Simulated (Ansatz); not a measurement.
## NbI: from a trial structure to a relaxed crystal

Theory: Ansatz, DFT PBE, scalar-relativistic, plane waves, PAW. Cutoff 420 eV, Γ-centred k mesh, Gaussian smearing, no spin polarisation in the final step.

The start puts NbI on the sites of a reported HCl cell (Fmmm, No. 69), with Nb in place of H, I in place of Cl, at a guessed volume.

```
CELL_PARAMETERS angstrom
0.00000 3.26941 3.48941
3.07386 0.00000 3.48941
3.07386 3.26941 0.00000
ATOMIC_POSITIONS crystal
Nb 0.00000 0.00000 0.00000
I 0.50000 0.50000 0.50000
```

Cell and atoms relax at zero pressure; the relaxation can't lower the symmetry of the start. After a coarse first stage the cell is made exact in the group found at 0.06 Å.

Formation energies are uncorrected and refer to the elements' standard structures at the same level.

(1) Describe the relaxed structure.

(2) What are its volume, energy, density and gap?

## Answers

(1) It ends in Fm-3m (No. 225). The result has the rock salt structure. Conventional cell: a = 5.758 Å. Nb is coordinated by 6 I at 2.88 Å; I is coordinated by 6 Nb at 2.88 Å.

```
Nb I
1.0
     0.00000    2.87886    2.87886
     2.87886    0.00000    2.87886
     2.87886    2.87886    0.00000
Nb I
1 1
Direct
  0.00000 0.00000 0.00000
  0.50000 0.50000 0.50000
```

(2) The volume per atom is 23.86 Å³. The density is 7.65 g/cm³, the energy over the elements is 1.21 eV/atom and the gap on the 16×16×16 mesh is 0 eV (a metal).

The final run used a 16×16×16 mesh on its 2-atom cell and 0.10 eV smearing. For metals, differences of a few meV/atom aren't resolved. Spin–orbit coupling is left out. Symmetry constrained the relaxation, so the result can be a saddle point.

Cost: 4 runs of about 0.86 core-minutes in all, on Arm Neoverse V1 (shared hosts).